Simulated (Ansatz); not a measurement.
**ClH4Si2: composite energy at a relaxed geometry**

A script is to give a composite energy at a relaxed geometry; the system is ClH4Si2.

All numbers are computed with the Python package of Ansatz 0.2.0. The levels of theory stand in the script.

## (1) The system

Bond lengths: Si1–Si2 2.235 Å, Si2–Cl3 2.039 Å, Si1–H4 1.465 Å, Si1–H5 1.541 Å, Si2–H6 1.500 Å, Si2–H7 1.507 Å. Angles: Si1–Si2–Cl3 109.0°, Si1–Si2–H6 111.6°, Si1–Si2–H7 112.6°, Cl3–Si2–H6 107.7°, Cl3–Si2–H7 107.5°, H6–Si2–H7 108.3°, Si2–Si1–H4 112.8°, Si2–Si1–H5 112.3°, H4–Si1–H5 105.5°.

The script holds or builds the structure itself.

## (2) The code

Input file run_composite.py:

```python
import ansatz as az
import numpy as np

BASIS_SET = "def2-SVP"
XC = "r2scan"


def main() -> None:
    geometry_ang = [
        ("Si", (-1.2933, 0.1452, -0.4305)),
        ("Si", (0.7237, -0.094, 0.5016)),
        ("Cl", (0.8855, -1.981, 1.2557)),
        ("H", (-1.4711, -0.6924, -1.6198)),
        ("H", (-1.5536, 1.5896, -0.9004)),
        ("H", (0.9245, 0.8677, 1.6345)),
        ("H", (1.8456, 0.097, -0.4868)),
    ]
    clh4si2 = az.Crystal.molecule()
    for symbol, xyz in geometry_ang:
        clh4si2 = clh4si2.atom(symbol, xyz)

    setup = clh4si2.calculation()
    setup = setup.basis(gaussian=BASIS_SET)
    setup = setup.functional(XC)
    setup = setup.spin("collinear", total=1)
    symbols = [site.symbol for site in clh4si2.cartesian_sites]
    start = np.array([site.position_ang for site in clh4si2.cartesian_sites], dtype=float)
    r = setup.relax(force_tolerance=0.01, max_steps=100).run(threads=1).report
    end = np.array(r["positions_ang"])
    print("final positions (A) and the move of each atom")
    for symbol, xyz, old in zip(symbols, end, start):
        print(f"{symbol:2s} {xyz[0]:10.5f} {xyz[1]:10.5f} {xyz[2]:10.5f}   {np.linalg.norm(xyz - old):7.4f}")

    minimum = az.Crystal.molecule()
    for symbol, place in zip(symbols, end):
        minimum = minimum.atom(symbol, place.tolist())
    at_minimum = minimum.calculation().spin("collinear", total=1)
    level = lambda method, basis: at_minimum.basis(gaussian=basis).correlation(method).run(threads=1).report
    small, large, cluster = level("mp2", "cc-pVDZ"), level("mp2", "cc-pVTZ"), level("ccsd_t", "cc-pVDZ")
    corr = lambda each: (each["free_energy_ev"] - each["reference_energy_ev"]) / 27.211386246
    mp2_limit = (27 * corr(large) - 8 * corr(small)) / 19
    pieces = {"HF / cc-pVTZ": large["reference_energy_ev"] / 27.211386246, "MP2 correlation, DZ-TZ limit": mp2_limit, "CCSD(T) - MP2 / cc-pVDZ": corr(cluster) - corr(small)}
    for name, value in pieces.items():
        print(f"{name:32s} {value:14.6f} Ha")
    print(f"{'sum':32s} {sum(pieces.values()):14.6f} Ha")
    print("T1 diagnostic", round(cluster["correlation"]["coupled_cluster"]["t1_diagnostic"], 4))


if __name__ == "__main__":
    main()
```

## (3) The run

Launch:

```sh
$ python run_composite.py
```

Q: Predict the main results. Wanted: T1 diagnostic; composite energy.

As calculated:

| quantity | value |
| --- | --- |
| T1 diagnostic | 0.0119 |
| composite energy | -1040.267052 Ha |
| runs compared | 3 |

In words: In CPU time, run 3 cost about 5.8 times as much as run 1. A T1 diagnostic under about 0.02 supports a single-reference treatment, as here. Run 0: After 6 moves the largest shift is 0.144 Å, of atom 4 (H). The sum leaves out core correlation, relativity, the Hartree-Fock basis error and zero-point energy; a DZ-TZ extrapolation is rough. The species is open-shell (spin multiplicity 2). Inner cores stay frozen, so this is valence correlation. For Al to Cl the sets with a tight d function, cc-pV(X+d)Z, are usual.
